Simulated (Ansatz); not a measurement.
Breaking a bond: HF, singlet.

Calculation: CCSD(T) on UHF/cc-pVTZ, frozen core run with Ansatz (a program for electronic structure).

The batch members p0 to p5 hold the bond at 0.74, 0.79, 0.83, 0.86, 0.89, 0.92 Å.

Ansatz input:

Ansatz 0.2 input:
```yaml
# input.yaml
basis:
  gaussian: { orbitals: cc-pvtz }
correlation:
  method: ccsd_t
  electrons: outside_noble_gas
scf:
  omitted_lower_state_checks: [cluster_reference, increment]
batch:
  members: [p0.yaml, p1.yaml, p2.yaml, p3.yaml, p4.yaml, p5.yaml]

# p3.yaml, one of the 6 members of this batch
crystal:
  periodic: [false, false, false]
  atoms:
    - { symbol: F, position_ang: [0.0, 0.0, 0.0] }
    - { symbol: H, position_ang: [0.0, 0.0, 0.86] }
total_charge: 0
magnetization:
  spin_polarized: true
```

Lines of the output on each member:

```
Member 1: Total energy: -2729.65552350 eV, -100.3129902617 hartree
Member 1: Checks for a lower state left out: cluster_reference, increment
Member 0: Total energy: -2728.80416283 eV, -100.2817033342 hartree
Member 0: Checks for a lower state left out: cluster_reference, increment
Member 2: Total energy: -2730.05435830 eV, -100.3276471704 hartree
Member 2: Checks for a lower state left out: cluster_reference, increment
Member 3: Total energy: -2730.22971696 eV, -100.3340914820 hartree
Member 3: Checks for a lower state left out: cluster_reference, increment
Member 4: Total energy: -2730.32140172 eV, -100.3374608350 hartree
Member 4: Checks for a lower state left out: cluster_reference, increment
Member 5: Total energy: -2730.34553962 eV, -100.3383478862 hartree
Member 5: Checks for a lower state left out: cluster_reference, increment
```

The unrestricted determinant behind UCCSD(T) is spin-contaminated at 1.39 to 3.61 Å (<S²> up to 1.0, against 0.00 for a pure singlet).
